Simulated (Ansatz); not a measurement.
# C4H9N: the cost of one run

All numbers below are computed with Ansatz 0.2.0 (RKS PBE0/def2-SVP).

## 1. The structure to begin with

Bond lengths: C1–C2 1.451 Å, C2–C3 1.345 Å, C3–C4 1.615 Å, C3–N5 1.358 Å, C1–H6 1.113 Å, C1–H7 1.057 Å, C1–H8 1.143 Å, C2–H9 1.107 Å, C4–H10 1.063 Å, C4–H11 1.082 Å, C4–H12 1.068 Å, N5–H13 1.072 Å, N5–H14 1.005 Å. Angles (14 of 21 angles, heavy atoms first): C1–C2–C3 128.0°, C2–C3–C4 118.2°, C2–C3–N5 126.9°, C4–C3–N5 114.9°, C1–C2–H9 111.6°, C3–C2–H9 120.4°, C2–C1–H6 111.7°, C2–C1–H7 112.9°, C2–C1–H8 110.6°, C3–C4–H10 107.3°, C3–C4–H11 108.2°, C3–C4–H12 106.4°, C3–N5–H13 114.2°, C3–N5–H14 115.2°.

Structure file:

```xyz
14

C    -1.6158   -0.7227    1.0094
C    -0.2175   -0.5898    0.6441
C     0.3128    0.1543   -0.3425
C     1.9110    0.0976   -0.5649
N    -0.3517    0.9894   -1.1820
H    -1.8229   -0.2850    2.0113
H    -1.9564   -1.7224    0.9733
H    -2.2743   -0.1002    0.3133
H     0.4344   -1.2022    1.2961
H     2.2902    1.0747   -0.3858
H     2.3254   -0.6147    0.1365
H     2.0647   -0.2273   -1.5703
H    -1.2901    1.3402   -0.8015
H     0.1773    1.7789   -1.5082
```

## 2. Relaxing end A

The input, input.yaml:

```yaml
crystal:
  periodic: [false, false, false]
  atoms:
    - { symbol: C, position_ang: [-1.6158, -0.7227, 1.0094] }
    - { symbol: C, position_ang: [-0.2175, -0.5898, 0.6441] }
    - { symbol: C, position_ang: [0.3128, 0.1543, -0.3425] }
    - { symbol: C, position_ang: [1.911, 0.0976, -0.5649] }
    - { symbol: "N", position_ang: [-0.3517, 0.9894, -1.182] }
    - { symbol: H, position_ang: [-1.8229, -0.285, 2.0113] }
    - { symbol: H, position_ang: [-1.9564, -1.7224, 0.9733] }
    - { symbol: H, position_ang: [-2.2743, -0.1002, 0.3133] }
    - { symbol: H, position_ang: [0.4344, -1.2022, 1.2961] }
    - { symbol: H, position_ang: [2.2902, 1.0747, -0.3858] }
    - { symbol: H, position_ang: [2.3254, -0.6147, 0.1365] }
    - { symbol: H, position_ang: [2.0647, -0.2273, -1.5703] }
    - { symbol: H, position_ang: [-1.2901, 1.3402, -0.8015] }
    - { symbol: H, position_ang: [0.1773, 1.7789, -1.5082] }
basis:
  gaussian: { orbitals: def2-SVP }
hamiltonian:
  xc: pbe0
relax:
  f_tol: 0.015
  max_steps: 40
```

Command:

```bash
> ansatz run input.yaml --threads 2 --pin off --max-ram 3072MiB --backend cpu --events-out ev --progress --plain --runs-dir out
```

Q: Estimate wall time and peak memory on 2 threads of Intel Xeon Platinum 8488C (Sapphire Rapids), shared host.

About 47 s, with a peak of 0.27 GiB.
